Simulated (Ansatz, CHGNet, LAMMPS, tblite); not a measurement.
**How well does each level of theory give the lattice parameter a of wurtzite GaN?**

Reference value: 3.189 Å (measured, room temperature, not corrected to a static lattice; as tabulated in Lucero et al. (2012), arXiv:1111.4515).

```
level (code)                                 value (Å)  difference (%)
-------------------------------------------  ---------  --------------
ionic model zapol1997 (shell model, LAMMPS)      3.227           +1.19
GFN2-xTB (tblite)                                3.128           -1.91
CHGNet 0.3.0                                     3.218           +0.91
LDA (Ansatz)                                     3.152           -1.16
PBE (Ansatz)                                     3.218           +0.91
PBE-D4 (Ansatz)                                  3.185           -0.13
r²SCAN (Ansatz)                                  3.183           -0.19
B3LYP (VWN-RPA form) (Ansatz)                    3.212           +0.72
PBE0 (Ansatz)                                    3.184           -0.16
r²SCAN0 (Ansatz)                                 3.166           -0.72
r²SCANh (Ansatz)                                 3.176           -0.41
Hartree–Fock (Ansatz)                            3.191           +0.06
```

The reference is not for a static lattice or low temperature, so close values are not ranked against it. Off by more than 1.25 %, or 1.75 % on the side where a correction would as a rule narrow the miss (bounds picked here): GFN2-xTB (-1.91 %).

The reference isn't brought to a static lattice, while the calculations are for one, so the differences are not the levels' errors alone.  GFN2-xTB: the method was fitted mainly to molecules. GFN2-xTB: the run uses a supercell at the zone centre in place of a k mesh. Cutoffs and k meshes differ between the levels. Ansatz's density-functional and Hartree–Fock values are scalar-relativistic unless marked +SOC, with PAW data made under PBE.

Empirical potentials (ionic model zapol1997) are fitted to chosen data: where that held the value shown, agreement is built in, and what lay outside the fit can be far off. Machine-learned potentials (CHGNet 0.3.0) are trained on DFT data: a solid inside that data is no test of them.

Differences are worked out from the printed values.

Ansatz is a program for electronic structure.
